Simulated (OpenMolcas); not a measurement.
**AlHClF (SMILES [F][AlH][Cl]): the energy, rung by rung**

AlHClF has 4 atoms, charge 0, and is taken as a singlet. SMILES: `[F][AlH][Cl]`. The shape comes from GFN2-xTB, which is rough for such elements, and wasn't checked as a minimum.

```xyz
4

F     0.5115   -0.9613    1.2479
Al    0.0626    0.0413    0.0184
Cl   -1.6147   -0.2460   -1.0636
H     1.0406    1.1660   -0.2027
```

Quantity: the energy change with the F1–Al2 bond stretched from 1.649 to 3.298 Å, in eV. The values are calculated.

```csv
level,kind,program,value (eV),less FCI/STO-3G
HF/STO-3G (restricted),Hartree–Fock,OpenMolcas,10.02,+4.86
PBE/STO-3G (unrestricted),GGA,OpenMolcas,6.54,+1.38
M06-2X/STO-3G (restricted),hybrid meta-GGA,OpenMolcas,8.53,+3.37
PBE0/STO-3G (restricted),global hybrid,OpenMolcas,7.92,+2.76
B2PLYP/STO-3G (restricted),double hybrid,OpenMolcas,7.10,+1.94
MP2/STO-3G (restricted),perturbation theory,OpenMolcas,6.87,+1.71
"CASSCF(2,2)/STO-3G",multireference,OpenMolcas,4.75,-0.41
CISD/STO-3G (restricted),coupled cluster or CI,OpenMolcas,5.47,+0.31
FCI/STO-3G,exact in the basis,OpenMolcas,5.16,0.00
```

FCI/STO-3G is exact within its basis and frozen core, so for wave-function methods in that basis the difference is their error; functionals converge differently with the basis, so for them it is only a difference. Spin-restricted single references rise too steeply as a bond breaks, Hartree–Fock most of all. Perturbation and coupled-cluster corrections on them can overshoot downwards. The first shape isn't each level's own minimum. The values span 4.75 to 10.02 eV. Spin contamination of the reference (⟨S²⟩ at least 0.1 too high) touches PBE/STO-3G. All rows use very small basis sets, so even the best lies far from the true value.
